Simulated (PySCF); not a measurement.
## Dipole moment and polarisability of `Oc1cnsc1`

Species: C3H3NOS.
Cartesian coordinates in Å at the PBE0-D3(BJ)/def2-SVP level; atoms count from 1:
```
atom  x, y, z in Å
O1     1.6326    0.6792    0.1179
C2     0.4049    0.1373    0.0275
C3    -0.7596    0.9647   -0.0259
N4    -1.9089    0.3442   -0.1143
S5    -1.6632   -1.2911   -0.1381
C6     0.0453   -1.1891   -0.0278
H7     2.2939   -0.0191    0.1519
H8    -0.7272    2.0575    0.0043
H9     0.6907   -2.0674   -0.0098
```

Level: CAM-B3LYP/def2-SVPD (PySCF), static field, nuclei fixed, core orbitals frozen in the response. The polarisability tensor in these axes (au):

```
x   71.89  6.73  2.16
y    6.73 72.59  1.20
z    2.16  1.20 40.80
```

Q: What are the eigenvalues, a third of the trace, and Δα (Δα² = ½Σ(αi − αj)² over the three pairs)?

A: Principal values 40.64, 65.53 and 79.12 au; mean 61.76 au = 9.15 Å³ = 10.18 × 10⁻⁴⁰ C²·m²/J; Δα = 33.80 au (55 % of the mean).

Q: What is the dipole moment, and where does it point?

A: (2.88, -1.69, 0.16) D, 3.34 D in size, pointing from the negative to the positive side. Measured along this direction, the outermost atoms are N4 at the negative end and H7 at the positive end.

Q: How large is μ²/3kT at 250 K beside α?

A: In Gaussian units μ²/3kT = 107.99 Å³ against 9.15 Å³, a ratio of 11.80; the Debye molar polarisation (4π/3)N_A(α + μ²/3kT) is 295.5 cm³/mol, leaving out the vibrational part.

Q: In TDDFT the mean static polarisability is Σ f/ω² over all singlet excitations (ω in hartree). How much of it do the 10 lowest give? Their energies (eV) and oscillator strengths: 5.19, 0.1208; 5.64, 0.0003; 5.76, 0.0028; 5.90, 0.0003; 6.26, 0.0606; 6.72, 0.0018; 6.88, 0.0068; 7.24, 0.0004; 7.29, 0.0524; 7.41, 0.0019.

A: They add up to 5.43 au, 8.8 % of the 61.76 au; the largest single term is 3.32 au, from the state at 5.19 eV. Terms in order: 3.32, 0.01, 0.06, 0.01, 1.14, 0.03, 0.11, 0.01, 0.73, 0.03 au. Higher excitations give the rest. The strengths listed sum to 0.248.

Q: Along which axes do the principal values lie, and how far do the nuclei extend along each?

A: Largest value along (0.69, 0.72, 0.06), where the nuclei span 3.71 Å; middle along (0.72, -0.69, 0.03), 3.88 Å; least along (-0.06, -0.02, 1.00), 0.01 Å. The strongest response doesn't lie along the longest of the three spans.

Q: What depolarisation ratio follows for Rayleigh scattering of linearly polarised light, taking the static tensor?

A: ρ = 3Δα²/(45ᾱ² + 4Δα²) = 3427.6/(171653 + 4570.2) = 0.0195.

Isolated species at its PBE0-D3(BJ)/def2-SVP geometry (one conformer only).
